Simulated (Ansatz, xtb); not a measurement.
**Isomers of C4H6N2 in order of energy**

3 gas-phase structures of C4H6N2, from a drawn sample of its isomers (lower ones may exist). Each was relaxed with GFN2-xTB:

A. `Cc1cc[nH]n1`, a singlet
B. `Cc1cn[nH]c1`, a singlet
C. `Cc1ccn[nH]1`, a singlet

Which do you expect lowest at r2SCAN-D4/def2-SVP, and how would the others follow?

Calculated order at r2SCAN-D4/def2-SVP: C (0.0), A (0.6), B (7.5) kJ/mol. Less than 1 kcal/mol parts C and A, so the order within that pair means little.

Energies above the lowest of each column, in kJ/mol; the last columns are at PBE-D3(BJ)/def2-SVP geometries:

```
structure  GFN2-xTB  HF/STO-3G  r2SCAN-D4/def2-SVP  PBE-D3(BJ)/def2-SVP  CCSD(T)/def2-SVP + ΔMP2/def2-TZVPP
        C       0.0        0.0                 0.0                  0.6                                 1.2
        A       4.1        6.8                 0.6                  0.0                                 0.0
        B       5.8        9.4                 7.5                  7.3                                 8.5
```

CCSD(T)/def2-SVP + ΔMP2/def2-TZVPP has A and C within 1 kcal/mol of each other at the bottom, and every level picks one of them. CCSD(T)/def2-SVP + ΔMP2/def2-TZVPP orders those it was run on as A (0.0), C (1.2), B (8.5) kJ/mol. Less than 1 kcal/mol parts A and C, so the order within that pair means little. ΔMP2 is the change of the MP2 energy from the smaller to the larger basis.

Programs: Ansatz 0.2.0, xtb 6.7.1.
